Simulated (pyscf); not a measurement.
•H₂C–SiH₂–CH₃ (SMILES [CH2][SiH2]C) + H₂ (SMILES [H][H]) → H₃C–SiH₂–CH₃ (SMILES C[SiH2]C) + H• (SMILES [H]) (hydrogen abstraction; doublet surface; H–H broken, C–H formed). Structures and frequencies: ωB97X-D3(BJ)/def2-SVP in PySCF. Energies in kcal/mol from the separated reactants.

| level | barrier | reaction energy |
|---|---|---|
| ωB97X-D3(BJ)/def2-TZVP | 11.1 | -0.2 |
| PBE/def2-TZVP | 6.1 | -0.6 |
| r²SCAN/def2-TZVP | … | +3.9 |
| PBE0-D3(BJ)/def2-TZVP | 7.9 | -0.9 |
| ωB97M-D3(BJ)/def2-TZVP | 11.2 | -0.1 |
| HF/def2-TZVP | … | … |

**Question.** Complete the blanks.

**Answer.** 
- r²SCAN/def2-TZVP, barrier: 9.1
- HF/def2-TZVP, barrier: 23.9
- HF/def2-TZVP, reaction energy: +2.2

The functionals in the table span 5.2 kcal/mol in this barrier, from PBE to ωB97M-D3(BJ)/def2-TZVP. •H₂C–SiH₂–CH₃ lies 9.5 kcal/mol over its isomer H₃C–SiH•–CH₃ (electronic energy, ωB97M-D3(BJ)/def2-TZVP). One saddle was located; it need not be the lowest between these sides. The angle at the transferred H is 177°.
